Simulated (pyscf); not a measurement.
One four-centre exchange on the singlet surface with elements of a group swapped. ωB97M-D3(BJ)/def2-TZVP, kcal/mol, from the separated reactants. Structures and frequencies: ωB97X-D3(BJ)/def2-SVP in PySCF.

| step | barrier | reaction energy | imaginary mode (i cm⁻¹) |
|---|---|---|---|
| H₂B–O–SnH₃ + H₂O -> HO–SnH₃ + H₂B–OH | ? | ? | 1274 |
| H₂B–O–SiH₃ + H₂O -> HO–SiH₃ + H₂B–OH | 9.4 | -1.7 | 1251 |

Some entries are withheld; supply them.


- H₂B–O–SnH₃ + H₂O -> HO–SnH₃ + H₂B–OH, barrier: 8.9
- H₂B–O–SnH₃ + H₂O -> HO–SnH₃ + H₂B–OH, reaction energy: +1.1

Row 1: On the reactant side the descent ends in a complex (not fully relaxed), 5.6 kcal/mol under the separated species and 14.4 kcal/mol under the saddle at ωB97X-D3(BJ)/def2-TZVP. On the product side the descent ends in an adduct with a B–O contact, 9.8 kcal/mol under the separated species and 16.7 kcal/mol under the saddle at ωB97X-D3(BJ)/def2-TZVP. Row 2: On the reactant side the descent ends in an adduct with a B–O contact, 5.3 kcal/mol under the separated species and 15.0 kcal/mol under the saddle at ωB97X-D3(BJ)/def2-TZVP. Each row is the saddle that its search found. Elements past Kr carry the def2 core potentials, without spin-orbit coupling.
